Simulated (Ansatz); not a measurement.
Relaxation of H6OSSi (9 atoms, charge 0, multiplicity 1), to a largest force component of 0.03 eV/Å in at most 50 steps.

All numbers below come from RKS r2SCAN/def2-SVP in Ansatz 0.2.0.

```xyz
9
Properties=species:S:1:pos:R:3
Si -0.938 -0.117 0.681
O 0.722 0.059 1.137
H -1.024 -1.310 -0.196
H -1.487 1.095 0.011
H -1.735 -0.356 1.927
H 1.535 0.413 -0.949
S 0.944 0.467 -2.169
H 0.846 0.604 1.925
H 1.137 -0.857 -2.368
```

**Question.** Where does it end, and by what steps?

**Answer.** The forces met the threshold. After 7 steps the energy has fallen by 0.061 eV; S7 moved furthest, 0.33 Å.

```tsv
step	energy less start (eV)	largest force component (eV/Å)	accepted
0	0.0000	1.104	yes
1	-0.0337	0.777	yes
2	-0.0490	0.314	yes
3	-0.0559	0.111	yes
4	-0.0583	0.072	yes
5	-0.0603	0.087	yes
6	-0.0607	0.039	yes
7	-0.0608	0.014	yes
```

```xyz
9
Properties=species:S:1:pos:R:3
Si -1.009 -0.123 0.772
O 0.639 0.035 1.057
H -1.155 -1.264 -0.167
H -1.604 1.118 0.193
H -1.726 -0.427 2.050
H 1.392 0.361 -0.925
S 1.257 0.478 -2.270
H 0.900 0.683 1.723
H 1.306 -0.861 -2.433
```

Whether the end is a true minimum wasn't checked by a vibrational analysis.

The run took 17 s on 2 threads of Arm Neoverse V2, on a shared host, peak memory 0.16 GiB.
